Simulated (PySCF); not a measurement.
Species: C2H2F2.
Numbering: `[F:1]/[CH:2]=[CH:3]\[F:4]` (hydrogens: H5 on C2; H6 on C3)

Structure optimised with GFN2-xTB, isolated species.

**Question.** Give the optimised bond lengths and angles.

**Answer.** 
```json
{"bond": "F1–C2, C3–F4", "length (Å)": "1.335", "order": "single"}
{"bond": "C2=C3", "length (Å)": "1.321", "order": "double"}
{"bond": "C2–H5, C3–H6", "length (Å)": "1.079", "order": "single"}
```

Bonds in one row agree within 0.01 Å and their mean is given. Orders are formal, as drawn. A selection of angles:
```json
{"angle": "F1–C2–C3", "degrees": "123.7"}
{"angle": "F1–C2–H5", "degrees": "113.2"}
{"angle": "C3–C2–H5", "degrees": "123.1"}
```

Torsions: F1–C2–C3–F4 0° (synperiplanar).

The 4 heavy atoms lie in one plane (0.000 Å rms).

Point group: C2v (every atom within 0.08 Å of its image). GFN2-xTB frequencies: not computed here.
